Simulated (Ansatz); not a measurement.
Basis-set extrapolation for `B[N]C` radical (PBE0-D4/def2-TZVP geometry, frozen core, Ansatz 0.2.0). Multiplicity 2, UHF reference.

|  | def2-TZVPP | def2-QZVPP |
| --- | --- | --- |
| HF | -119.924770 | -119.930750 |
| MP2 correlation | -0.452743 | -0.483555 |
| CCSD(T) correlation | -0.513018 | not run |

Energies in hartree. Use E(X) = E(∞) + A·exp(−7.88·√X) for Hartree–Fock and E(X) = E(∞) + B·X^(−2.97) for correlation, with X = 3 and 4, and add CCSD(T) minus MP2 of the smaller set to the MP2 limit.

Question: What is the CCSD(T) energy at the basis-set limit?

Answer: HF limit: -119.930750 + (-0.005980) × 0.13774 = -119.93157. MP2 limit: -0.483555 + (-0.030812) × 0.74074 = -0.50638. Higher-order term: -0.513018 − (-0.452743) = -0.06027. Total: -120.49822 hartree, 1.64 eV below CCSD(T)/def2-TZVPP.
